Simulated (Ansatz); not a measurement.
Results of LDA in Ansatz (plane waves, PAW) for α-phase S.

Numerical settings: plane-wave cutoff 520 eV, 6×6×6 k mesh, Fermi–Dirac smearing 0.01 eV, scalar-relativistic PAW data made under PBE.

Computed at the level's own relaxed cell.

Q: What does this level give for the band gap and smallest direct gap on the k points sampled?

A: 
* **band gap**: 1.60 eV (indirect)
* **smallest direct gap on the k points sampled**: 1.81 eV

Note: the volume lies 13 % below that of the published cell.

The computed numbers hold no vibrational or temperature effects.

Ansatz is a program for electronic structure.
